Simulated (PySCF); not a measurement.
# BH2Cl− (SMILES [BH2-]Cl) at UMP2/STO-3G

Aim: the vertical doublet–quartet gap of BH2Cl− at UMP2/STO-3G, from 2 runs. The job is set up through a Python script.

The calculation is run with PySCF 2.14.0.

13 further runs of the same task are left out: 13 set aside as unsound or not needed.

**1. Starting point**

BH2Cl− has 4 atoms, charge -1, and is taken as a doublet. SMILES: `[BH2-]Cl`. The shape is that of a GFN2-xTB optimisation.

Bond lengths: B1–Cl2 1.923 Å, B1–H3 1.212 Å, B1–H4 1.212 Å. Angles: Cl2–B1–H3 107.8°, Cl2–B1–H4 107.8°, H3–B1–H4 115.8°.

**2. A single-point energy at UMP2/STO-3G**

run.py reads:

```python
# [BH2-]Cl
from pyscf import gto, scf, mp

mol = gto.M(
    atom='''
B     -0.137459    -0.367212    -0.637348
Cl     2.627022     0.117843     1.671935
H     -1.821639    -1.422113     0.500078
H     -0.667943     1.671463    -1.534665
''',
    verbose=4,
    max_memory=1860,
    unit='bohr',
    basis='sto-3g',
    charge=-1,
    spin=1,
)

myscf = scf.UHF(mol)
myscf.conv_tol = 1e-10
myscf.kernel()
if not myscf.converged:
    myscf = myscf.newton().run(myscf.mo_coeff, myscf.mo_occ)

pt = mp.MP2(myscf, frozen=6).run()
e_final = pt.e_tot
print(f'total energy: {e_final:.8f} hartree')
```

Run with:

```
$ OMP_NUM_THREADS=1 python run.py
```

Standard output:

```text
PySCF version 2.14.0

[INPUT] num. atoms = 4
[INPUT] num. electrons = 25
[INPUT] charge = -1
[INPUT] spin (= nelec alpha-beta = 2S) = 1
[INPUT] symmetry False subgroup None
[INPUT] Mole.unit = bohr
[INPUT] Symbol           X                Y                Z      unit          X                Y                Z       unit  Magmom
[INPUT]  1 B     -0.072740170236  -0.194320221976  -0.337270037025 AA   -0.137459000000  -0.367212000000  -0.637348000000 Bohr   0.0
[INPUT]  2 Cl     1.390160174985   0.062359830066   0.884749900140 AA    2.627022000000   0.117843000000   1.671935000000 Bohr   0.0
[INPUT]  3 H     -0.963969845323  -0.752549790953   0.264629881282 AA   -1.821639000000  -1.422113000000   0.500078000000 Bohr   0.0
[INPUT]  4 H     -0.353460213794   0.884500128496  -0.812109744397 AA   -0.667943000000   1.671463000000  -1.534665000000 Bohr   0.0

nuclear repulsion = 35.0185043442313
number of shells = 10
number of NR pGTOs = 48
number of NR cGTOs = 16
basis = sto-3g
ecp = {}

******** <class 'pyscf.scf.uhf.UHF'> ********
method = UHF
initial guess = minao
damping factor = 0
level_shift factor = 0
DIIS = <class 'pyscf.scf.diis.CDIIS'>
diis_start_cycle = 1
diis_space = 8
diis_damp = 0
SCF conv_tol = 1e-10
SCF conv_tol_grad = None
SCF max_cycles = 50
direct_scf = True
direct_scf_tol = 1e-13
number electrons alpha = 13  beta = 12
Set gradient conv threshold to 1e-05
init E= -479.516539448003
[... the frontier-level lines of each cycle are left out ...]

cycle= 1 E= -479.958758921529  delta_E= -0.442  |g|= 0.14  |ddm|= 1.58
cycle= 2 E= -479.984046951403  delta_E= -0.0253  |g|= 0.0482  |ddm|=  0.3
cycle= 3 E= -479.988030905422  delta_E= -0.00398  |g|= 0.0133  |ddm|= 0.147
cycle= 4 E= -479.988406517637  delta_E= -0.000376  |g|= 0.00602  |ddm|= 0.0434
cycle= 5 E= -479.98849639559  delta_E= -8.99e-05  |g|= 0.00118  |ddm|= 0.0284
cycle= 6 E= -479.988499177757  delta_E= -2.78e-06  |g|= 0.000226  |ddm|= 0.0048
cycle= 7 E= -479.988499271606  delta_E= -9.38e-08  |g|= 5.73e-05  |ddm|= 0.00063
cycle= 8 E= -479.98849927815  delta_E= -6.54e-09  |g|= 1.2e-05  |ddm|= 0.000217
cycle= 9 E= -479.988499278468  delta_E= -3.18e-10  |g|= 3.52e-06  |ddm|= 4.85e-05
cycle= 10 E= -479.988499278502  delta_E= -3.43e-11  |g|= 1.18e-06  |ddm|= 1.63e-05
Extra cycle  E= -479.988499278505  delta_E= -2.96e-12  |g|= 6.91e-07  |ddm|= 3.26e-06
converged SCF energy = -479.988499278505  <S^2> = 0.7551466  2S+1 = 2.00514

******** <class 'pyscf.mp.ump2.UMP2'> ********
nocc = (np.int64(7), np.int64(6)), nmo = (10, 10)
frozen orbitals 6
E(UMP2) = -480.020050194505  E_corr = -0.0315509159996786
E(SCS-UMP2) = -480.025020061368  E_corr = -0.0365207828623764
E_corr(same-spin) = -0.00154651885065917
E_corr(oppo-spin) = -0.0300043971490194
total energy: -480.02005019 hartree
```

It took 0.64 s on 1 thread of Arm Neoverse V2, shared host; peak memory 0.12 GiB.

**3. The quartet at the same level**

input.xyz reads:

```xyz
4

B     -0.072740    -0.194320    -0.337270
Cl     1.390160     0.062360     0.884750
H     -0.963970    -0.752550     0.264630
H     -0.353460     0.884500    -0.812110
```

calc.py reads:

```python
from pyscf import gto, scf, mp

mol = gto.Mole()
mol.atom = 'input.xyz'
mol.spin = 3
mol.max_memory = 1860
mol.verbose = 3
mol.basis = 'sto-3g'
mol.charge = -1
mol.build()

mf = scf.UHF(mol)
mf.conv_tol = 1e-10
mf.kernel()
if not mf.converged:
    mf = mf.newton().run(mf.mo_coeff, mf.mo_occ)

pt = mp.MP2(mf, frozen=6).run()
etot = pt.e_tot
print('Final energy', etot)
```

Run with:

```
$ OMP_NUM_THREADS=1 python calc.py
```

Standard output:

```text
WARN: HOMO 0.324263844173063 >= LUMO -0.313667970661389

WARN: HOMO 0.402019711780841 >= LUMO 0.281480272838262

WARN: HOMO 0.357187943262383 >= LUMO 0.281427006837067

WARN: HOMO 0.359333756631631 >= LUMO 0.285797101245311

WARN: HOMO 0.357663178213498 >= LUMO 0.289357324398854

WARN: HOMO 0.359600063509503 >= LUMO 0.299178435955283

WARN: HOMO 0.359299786181115 >= LUMO 0.282627817647608

WARN: HOMO 0.360759423661666 >= LUMO 0.293174619130674

WARN: HOMO 0.360457019076999 >= LUMO 0.291371304565273

WARN: HOMO 0.36049064238897 >= LUMO 0.291603993523048

WARN: HOMO 0.360461502672586 >= LUMO 0.291513768329283

WARN: HOMO 0.360466765875822 >= LUMO 0.291522015215058

WARN: HOMO 0.360463596407184 >= LUMO 0.2915040200588

WARN: HOMO 0.360466627248824 >= LUMO 0.291516354110619

WARN: HOMO 0.360460419945042 >= LUMO 0.291512677288834

WARN: HOMO 0.360459306579408 >= LUMO 0.291514131484076

WARN: HOMO 0.360457804944634 >= LUMO 0.291511567261615

WARN: HOMO 0.360456858600824 >= LUMO 0.291510296167404

WARN: HOMO 0.360457307202159 >= LUMO 0.291513375114615

WARN: HOMO 0.36045619314757 >= LUMO 0.291508888414933

WARN: HOMO 0.360456653274739 >= LUMO 0.291513208520541

WARN: HOMO 0.360456489801002 >= LUMO 0.291511727303413

converged SCF energy = -479.544538418064  <S^2> = 3.7524761  2S+1 = 4.0012379
E(UMP2) = -479.569546536556  E_corr = -0.0250081184920399
E(SCS-UMP2) = -479.572055308421  E_corr = -0.0275168903570737
Final energy -479.5695465365556
```

Run time: 0.64 s. Hardware: 1 thread of Arm Neoverse V2, shared host; peak memory 0.12 GiB.

**4. What came out**

At UMP2/STO-3G, 6 core orbitals frozen:

| quantity | value |
| --- | --- |
| doublet: total energy | -480.02005 Eh |
| doublet: HOMO energy (Hartree–Fock orbitals) (highest over α and β) | 1.42 eV |
| doublet: LUMO energy (Hartree–Fock orbitals) (lowest over α and β) | 17.61 eV |
| doublet: correlation energy (6 core orbitals frozen) | -31.6 mEh |
| doublet: ⟨S²⟩ of the reference determinant | 0.755 |
| quartet: total energy | -479.56955 Eh |
| quartet: HOMO energy (Hartree–Fock orbitals) (highest over α and β) | 9.81 eV |
| quartet: correlation energy (6 core orbitals frozen) | -25.0 mEh |
| quartet: ⟨S²⟩ of the reference determinant | 3.752 |
| vertical energy of the quartet above the doublet | 12.259 eV |

In words: At this shape the quartet lies 12.26 eV (1183 kJ/mol) above the doublet. For an anion a state so high probably lies above electron detachment. In a minimal basis such a difference can be off by several eV, whatever the method. The HOMO (doublet) lies at positive energy, 1.42 eV: the electron is unbound at this level or held by a compact basis; values depend on the basis. The HOMO (quartet) lies at positive energy, 9.81 eV: the electron is unbound at this level or held by a compact basis; values depend on the basis.
